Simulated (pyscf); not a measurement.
## Routes from H₃C–CH₂–Br (SMILES CCBr) + CH₃• (SMILES [CH3])

Candidate steps break at most two bonds and form at most two. Each was searched with GFN2-xTB (tblite) first. PySCF, gas phase, ωB97X-D3(BJ)/def2-SVP geometries. Energies: ωB97M-D3(BJ)/def2-TZVP, kcal/mol, from the separated reactants, doublet surface; ΔG‡ with ideal gas, 1 atm, RRHO with modes under 100 cm⁻¹ raised to 100, one conformer, R ln 2 for chiral ones without a mode under 150 cm⁻¹.

```csv
products,type,ΔE‡,ΔE,ΔG‡ 298 K,ΔG‡ 900 K,ν‡ (cm⁻¹)
•H₂C–CH₂–Br + CH₄,hydrogen abstraction,14.0,-5.7,21.6,39.6,1778i
H₃C–CH₂–CH₃ + Br•,substitution at C,22.4,-21.6,33.6,52.6,895i
H₃C–CH₃ + •H₂C–Br,substitution at C,48.8,-1.1,59.1,78.0,1263i
```

Plain bond fissions and candidates not yet searched are not listed, and one of them may be faster. Each barrier is that of the saddle found; lower ones may exist. Left out: orbital degeneracy and the spin-orbit lowering of Br, which is large for Br, Se, Te and I. Elements up to Kr have no core potential and no relativistic terms here.
